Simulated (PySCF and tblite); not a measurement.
The numbers below are computed, except where a source is named.
System: C3H5 (charge -1), numbered as in [CH2:1]=[CH:2][CH2-:3].

Motion: rotation about the C2–C3 bond (torsion C1–C2–C3–H from 179° to 361°, rising). GFN2-xTB gives an electronic barrier of 30.0 kcal/mol.

The ion is treated without a counter-ion.

**Question.** What does PBE0/pcSseg-1 + D3(BJ), IEF-PCM chloroform give on GFN2-xTB geometries?

**Answer.** A barrier of 24.7 kcal/mol, 5.4 below the tight-binding barrier (from unrounded values) and, with GFN2-xTB thermal terms, ΔG‡(298 K) = 24.4 kcal/mol and k = 3.2×10⁻⁵ s⁻¹ (4 equivalent paths).

Programs: tblite and PySCF.
